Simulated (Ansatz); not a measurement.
# BCl (SMILES [B]Cl) at 6 levels

We compute a comparison of 6 runs (HF/STO-3G, UHF/STO-3G, SVWN5/STO-3G, UPBE/STO-3G, BCCD(T)/STO-3G, CCSD(T)/STO-3G) of BCl. 

The results are computed with Ansatz 0.2.0.

40 further runs of the same task are left out: 1 that didn't finish, 39 set aside as unsound or not needed.

## Step 1: The structure to begin with

The species is BCl (2 atoms), meant as a singlet with charge 0. SMILES: `[B]Cl`. The Cl2–B1 distance was set to 3.436 Å, away from the relaxed value.

## Step 2: The energy at HF/STO-3G (run 1)

File in.yaml:

```yaml
crystal:
  periodic: [false, false, false]
  atoms:
    - {symbol: B, position_ang: [-0.000000, -0.000000, -1.787510]}
    - {symbol: Cl, position_ang: [0.000000, 0.000000, 1.648190]}
basis:
  gaussian:
    orbitals: STO-3G
hamiltonian:
  xc: hf
accuracy: high
```

Run with:

```sh
$ ansatz run in.yaml --threads 1 --pin off --max-ram 3480MiB --events-out events.jsonl --progress --plain --runs-dir runs
```

Output:

```text
Warning: RAYON_NUM_THREADS=1 ignored (pool sized by the plan → 1); use --threads N
Functional definition: HF
  name "HF"
  exchange = exact_x
  correlation = 0
206 factors; integrals over basis functions are off by at most 1.0e-8 eV
mean field evaluation 1: about -13022.9615 eV, gradient 3.8e0 eV
mean field evaluation 2: about -13022.9661 eV, gradient 3.8e0 eV
mean field evaluation 4: about -13024.1169 eV, gradient 7.8e-1 eV
mean field evaluation 8: about -13024.1381 eV, gradient 1.2e-2 eV
mean field -13024.13805621 eV, -478.6282454879 hartree, gradient 9.1e-9 eV, S^2 0.000000; 0 other end points of the search recorded, 0 dependent functions left out
reference -13024.13805621 eV, -478.6282454879 hartree; 11, 11 occupied and 3, 3 virtual orbitals, 206 factors
Total energy: -13024.13805621 eV, -478.6282454879 hartree
```

Wall time 0.08 s (1 thread of Intel Xeon Platinum 8488C (Sapphire Rapids), shared host).

## Step 3: The energy at UHF/STO-3G (run 2)

File job.yaml:

```yaml
crystal:
  periodic: [false, false, false]
  atoms:
    - symbol: B
      position_ang: [-0.000000, -0.000000, -1.787510]
    - symbol: Cl
      position_ang: [0.000000, 0.000000, 1.648190]
basis:
  gaussian:
    orbitals: STO-3G
accuracy: high
hamiltonian:
  xc: hf
magnetization:
  spin_polarized: true
  initial_magnetization: 0
```

Run with:

```sh
$ ansatz run job.yaml --threads 1 --pin off --max-ram 3480MiB --events-out events.jsonl --progress --plain --runs-dir runs
```

Output (excerpt; [...] marks lines left out):

```text
Warning: RAYON_NUM_THREADS=1 ignored (pool sized by the plan → 1); use --threads N
[... 2 set-up lines as earlier in the session ...]
[...]
206 factors; integrals over basis functions are off by at most 1.0e-8 eV
[...]
mean field -13025.96716732 eV, -478.6954640813 hartree, gradient 1.8e-8 eV, S^2 0.951191; 9 other end points of the search recorded, 0 dependent functions left out
reference -13025.96716732 eV, -478.6954640813 hartree; 11, 11 occupied and 3, 3 virtual orbitals, 206 factors
Total energy: -13025.96716732 eV, -478.6954640813 hartree
```

Run time: 0.24 s. Hardware: 1 thread of Intel Xeon Platinum 8488C (Sapphire Rapids), shared host.

Runs 3 to 5 aren't shown in full; the table further down has their settings and results.

## Step 4: A single-point energy at CCSD(T)/STO-3G (run 6)

File run.yaml:

```yaml
crystal:
  periodic: [false, false, false]
  atoms:
    - {symbol: B, position_ang: [-0.000000, -0.000000, -1.787510]}
    - {symbol: Cl, position_ang: [0.000000, 0.000000, 1.648190]}
basis:
  gaussian:
    orbitals: STO-3G
correlation:
  method: ccsd_t
  frozen_orbitals: {B: 1, Cl: 5}
accuracy: high
scf:
  omitted_lower_state_checks: [cluster_reference, increment]
```

Run with:

```sh
$ ansatz run run.yaml --threads 1 --pin off --max-ram 3480MiB --events-out events.jsonl --progress --plain --runs-dir runs
```

Output:

```text
Warning: RAYON_NUM_THREADS=1 ignored (pool sized by the plan → 1); use --threads N
[... 11 lines left out ...]
6 core orbitals not correlated: weight in the atoms' cores, before any rotation towards them, 1.000 or more for the frozen orbitals, at most 0.000 for the correlated occupied ones
[... 37 lines left out ...]
WARN: these amplitudes may be one of several solutions (largest doubles amplitude 0.77, level shift 3.52 eV)
Total energy: -13027.23961129 eV, -478.7422255347 hartree
Checks for a lower state left out: cluster_reference, increment
```

Run time: 0.14 s. Hardware: 1 thread of Intel Xeon Platinum 8488C (Sapphire Rapids), shared host.

## Step 5: The series

```csv
run,level,frozen core orbitals,energy (Eh),wall time
1,HF/STO-3G,–,-478.628245,0.08 s
2,UHF/STO-3G,–,-478.695464,0.24 s
3,SVWN5/STO-3G,–,-477.608178,0.34 s
4,UPBE/STO-3G,–,-479.197947,3.9 s
5,BCCD(T)/STO-3G,6,-478.741257,0.2 s
6,CCSD(T)/STO-3G,6,-478.742226,0.14 s
```

## Step 6: What came out

| quantity | value |
| --- | --- |
| run 6: total energy | -478.74223 Eh |
| run 6: correlation energy (6 core orbitals frozen) | -114.0 mEh |
| run 6: (T) correction | -1.42 mEh |
| run 6: T1 diagnostic | 0.146 |

Below the UHF energy at the same shape and in the same basis (STO-3G): BCCD(T) -45.8 mEh; CCSD(T) -46.8 mEh. Some of these start from another determinant than that one, so these aren't their correlation energies. Totals of different functionals can't be ranked against each other. In run 6 the T1 diagnostic is large, so a single reference may not serve. In runs 5, 6 the log says that unrestricted orbitals would lower the reference, so the values rest on an unstable closed-shell determinant (other closed-shell runs at this shape may share the fault). In runs 1, 2, 3, 4, 5, 6 the basis is minimal, so the values are rough. Spin contamination of the reference: run 2 ⟨S²⟩ = 0.95, run 4 ⟨S²⟩ = 0.35. Where it is this large, the reference is a mixture of spin states, and values that rest on it are in doubt. All runs together took 4.9 s, the longest 3.9 s.
